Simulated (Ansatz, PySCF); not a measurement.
**Where PBE holds and where it fails for rock-salt LiF**

Programs: Ansatz (a quantum-chemistry and plane-wave program), PySCF.

```
property                                         PBE    LDA  r²SCAN  HSE06       reference  PBE less reference
-------------------------------------  -------------  -----  ------  -----  --------------  ------------------
lattice constant a (Å)                         4.068  3.909   3.990  4.011           3.972             +2.42 %
bulk modulus (GPa)                              67.1   86.8    77.4   73.6            76.3             -12.1 %
cohesive energy (eV/atom)                       4.32   4.93    4.40   4.23            4.46       -0.14 eV/atom
band gap (eV), at the measured cell    9.10 (direct)   8.85   10.07  11.41           15.35            -6.25 eV
electronic dielectric constant ε∞               2.05   2.12    1.99      –           1.93*              +6.2 %
dielectric constant ε0 (ions relaxed)           11.1   8.20    8.53      –            8.55               +30 %
Born effective charge (magnitude) (e)           1.05   1.04    1.04      –           1.04*              +1.0 %
TO(Γ) frequency (cm⁻¹)                           266    340     318    287  307* (305–318)             -13.4 %
LO(Γ) frequency (cm⁻¹)                           619    668     659      –            657*              -5.8 %
elastic constant C11 (GPa)                       108    158     138    123             125          not scored
elastic constant C44 (GPa)                      60.2   68.7    67.3   66.4            64.9          not scored
Voigt–Reuss–Hill shear modulus (GPa)            46.1   62.3    57.7   52.3               –                   –
```

PBE is well off the measurement for the lattice constant a (+2.42 %, at least halved by r²SCAN, HSE06); band gap (-6.25 eV); static dielectric constant (+30 %, at least halved by LDA, r²SCAN).  In between, or not called against an uncorrected reference: bulk modulus (-12.1 %), cohesive energy (-0.14 eV/atom), high-frequency dielectric constant (+6.2 %), Born effective charge (magnitude) (+1.0 %), zone-centre TO phonon frequency (-13.4 %), zone-centre LO phonon frequency (-5.8 %). Where no measured value is used, PBE differs from HSE06 by -11.9 % in the Voigt–Reuss–Hill shear modulus.

A star marks values at room or unstated temperature without corrections; heat and zero-point motion as a rule enlarge cells and lower moduli and gaps.

Low-temperature values still hold zero-point motion unless their source removed it.

The measured gap has a computed or estimated zero-point shift taken out.

Called good within 0.30 % for the lattice constant a, 5.0 % for the bulk modulus, 0.10 eV/atom for the cohesive energy (and 5 % of it), 0.10 eV for the band gap (and a fifth of it), 5.0 % for the static dielectric constant.

Called well off beyond 0.62 % for the lattice constant a, 12.5 % for the bulk modulus, 0.25 eV/atom for the cohesive energy, 0.25 eV for the band gap, 50 % for the high-frequency dielectric constant, 12.5 % for the static dielectric constant, 15.0 % for the Born effective charge (magnitude), 18.3 % for the zone-centre TO phonon frequency, 15.0 % for the zone-centre LO phonon frequency (bounds picked here from the quality of each reference).

Not scored: elastic constant C11 (one secondary page as the only source), elastic constant C44 (one secondary page as the only source).

Brackets give the range of the sources taken for a reference, where it is wide.

Differences are worked out from the printed values.

The references are measured values: lattice constant a corrected to a static lattice, bulk modulus corrected to a static lattice, cohesive energy corrected to a static lattice, band gap corrected to a static lattice, high-frequency dielectric constant room temperature, unchecked, static dielectric constant low temperature, Born effective charge (magnitude) temperature unstated, zone-centre TO phonon frequency temperature unstated, zone-centre LO phonon frequency temperature unstated, elastic constant C11 low temperature, elastic constant C44 low temperature.

Unless a row names a cell, each level is at its own relaxed cell.

Density-functional gaps are differences of (generalised) Kohn–Sham levels.

Ansatz's density-functional and Hartree–Fock values are scalar-relativistic unless marked +SOC, with PAW data made under PBE.

References as tabulated in, or derived from, Mejia-Rodriguez and Trickey (2018), arXiv:1807.09216; Harker's crystal data pages; Chen et al. (2018), doi:10.1103/physrevmaterials.2.073803; Li (1976), doi:10.1063/1.555536 and others.
